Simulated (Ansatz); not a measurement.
Two structures of SiNH$_{6}$F, singlet, reached by relaxing down either side of one saddle point (PBE0-D4/def2-TZVP). Energies are electronic, without zero-point energy. Computed with Ansatz 0.2.0 (basis: def2-TZVPP and def2-QZVPP); correlated methods freeze the cores. Extrapolation: Hartree–Fock as exp(−7.88 √X), correlation as X^−2.97. First:

Si1  (-0.516, -0.131, -1.239)
F2  (1.065, -0.412, -1.298)
H3  (-0.953, -0.302, -2.654)
H4  (-1.230, -1.141, -0.427)
H5  (-0.818, 1.263, -0.846)
H6  (1.247, 0.808, 1.298)
N7  (0.472, 0.161, 1.379)
H8  (0.857, -0.733, 1.656)
H9  (-0.124, 0.487, 2.130)
(Å)

Second:

```csv
atom,x (Å),y (Å),z (Å)
Si1,-0.9776,-0.2043,-0.4969
F2,2.4060,0.9268,-0.3843
H3,-0.4399,-1.0706,-1.5711
H4,-2.2646,-0.7738,-0.0117
H5,-1.2108,1.1765,-0.9786
H6,1.6377,0.5511,0.0409
N7,0.2527,-0.1110,0.7500
H8,0.5564,-1.0000,1.1276
H9,0.0400,0.5055,1.5245
```

(1) Which bonds change from the first to the second?

(2) Give the saddle point's structure and its height above each. (An estimate is asked for; the value comes from the calculation.)

No T1 diagnostic of these runs exceeds 0.012.

Answers

(1) SiH₃F ([F][SiH3]) + NH₃ → SiNH₅ ([NH2][SiH3]) + HF; bonds formed: Si1–N7, F2–H6; bonds broken: Si1–F2, H6–N7.

(2) Computed: 132.2 kJ/mol above the first and 75.5 kJ/mol above the second (CCSD(T) at an estimated basis limit (MP2 extrapolated from triple and quadruple zeta, plus CCSD(T) − MP2 in triple zeta)).
```tsv
atom	x (Å)	y (Å)	z (Å)
Si1	-0.5883	-0.0365	-0.6270
F2	1.4022	0.7152	-0.8880
H3	-0.1408	-1.0279	-1.6238
H4	-1.8907	-0.6133	-0.1343
H5	-0.9544	1.3435	-0.9986
H6	1.2300	0.3417	0.3047
N7	0.3782	-0.1222	0.9557
H8	0.5418	-1.0580	1.3059
H9	0.0218	0.4575	1.7055
```

The step is the kind of exchange with an N–H group that builds nitride films in atomic layer and chemical vapour deposition.

Labels in which every atom is bracketed show which atoms are joined, not bond orders.

For scale, one of the runs: CCSD(T)/def2-TZVPP, 188 basis functions, launched by `ansatz run in.yaml --threads 2 --pin off --events-out ev --progress --plain --max-ram 4352MiB`. Hardware: 2 CPU threads of an Arm Neoverse V1, shared host. Wall time 45 s; peak host memory 2 GiB.
